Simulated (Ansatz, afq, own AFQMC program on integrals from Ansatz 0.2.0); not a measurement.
Two steps: Ansatz 0.2.0 writes the Fock matrix and Cholesky factors of the valence space, and afq projects on them the lowest state that overlaps trial and start.

```yaml
crystal:
  periodic: [false, false, false]
  atoms:
    - {symbol: Si, position_ang: [0.000000, 0.000000, 0.000000]}
    - {symbol: Al, position_ang: [0.000000, 0.000000, 8.194000]}
basis:
  gaussian: {orbitals: cc-pVDZ}
magnetization: {spin_polarized: false, initial_magnetization: 3}
correlation: {method: ccsd_t, electrons: outside_noble_gas, hamiltonian_folder: ham}
```

```sh
$ ansatz run in.yaml --threads 1 --pin off --events-out ev --progress --plain --max-ram 24576MiB --backend cuda --devices 0, --max-vram 18GiB
```

Options of the walk:

```
--method phaseless --trial cisd --walkers 4000 --populations 20 --least-time 60 --time-step 0.005 --steps-per-block 50 --equilibration-blocks 40 --max-blocks 4000 --target-error 0.00032 --factor-cut 1e-05 --start spin_pure --seed 6952 --release-times 0.24,0.51,0.99,1.62,2.4 --release-step 0.03 --release-every 3 --taylor-order 6
```

Times are imaginary, in 1/Eh. The walk had a cap of 122 s. With eight or more populations the least sampling time is a fifth of least-time, and the error comes from their spread.

Output of the walk:

```
orbitals 26  electrons 5 2  factors 138 of 367
reference energy -530.71670413 Eh
CCSD correlation -0.11781442 Eh in 12 cycles, weight of the determinant in the CISD state 0.8751
energy of the start -530.834518 Eh
 block  time / (1/Eh)  mean weight  energy / Eh
     1     0.250  1.0001  -530.833345
     2     0.500  1.0000  -530.833067
     3     0.750  0.9999  -530.833197
     4     1.000  1.0000  -530.833608
     5     1.250  0.9999  -530.834070
     8     2.000  1.0001  -530.835288
    11     2.750  1.0000  -530.835933
    15     3.750  1.0001  -530.836249
    17     4.250  0.9999  -530.836340
    23     5.750  1.0000  -530.836680
    29     7.250  0.9999  -530.836389
    35     8.750  0.9999  -530.836990
    39     9.750  1.0001  -530.837158
    41    10.250  1.0000  -530.837047
    47    11.750  0.9999  -530.836926
    53    13.250  1.0001  -530.836895
    59    14.750  0.9996  -530.836879
    65    16.250  1.0001  -530.836937
    71    17.750  0.9997  -530.836610
    77    19.250  1.0001  -530.836668
    83    20.750  1.0001  -530.836565
    89    22.250  1.0001  -530.836682
error from the spread of 20 populations
released: time / (1/Eh)  energy / Eh  error  mean overlap
  0.24  -530.836839  0.000063  1.0004
  0.51  -530.836910  0.000066  0.9989
  0.99  -530.837095  0.000059  0.9969
  1.62  -530.837130  0.000048  1.0002
  2.40  -530.837395  0.000181  1.0036
energy -530.836772 +/- 0.000102 Eh
(rows thinned)
```

The run passed its tests (sampling time, drift between the halves within three errors, error under three times the target), which doesn't prove that it has relaxed.

Against this walk (error 2.8 meV) on the same determinant: CCSD(T) 9.4 meV higher, CCSDT(Q) 13.6 meV lower, CCSDTQ 14.4 meV lower, full CI 14.8 meV lower. The error is statistical and leaves out the bias of the constraint. The released energies are still falling (meV from the phaseless value at times in 1/Eh: -1.8 ± 1.7 at 0.24, -3.8 ± 1.8 at 0.51, -8.8 ± 1.6 at 0.99, -9.7 ± 1.3 at 1.62, -17 ± 5 at 2.40), so they give no level. Full CI is exact here, so the walk's 15 meV above it is the walk's own error: the bias of the constraint with this trial.

Cautions: constraint bias not in the error; lower spins were not checked.

The walk took 23 s on 1 × NVIDIA H100 80GB HBM3 with 2 threads of AMD EPYC 7R13 Processor (Zen 3), with other jobs on the host (the card was shared). The log's last line is the phaseless energy.

CCSDT and higher add their correlation energy to the determinant of the CCSD(T) run, since their own runs factorise the integrals more tightly (a shift of under 2 meV). A walk keeps the symmetry of its determinant, which the program's search chose and which needn't be the lowest solution, so a lower state of the same spin and another symmetry isn't excluded.
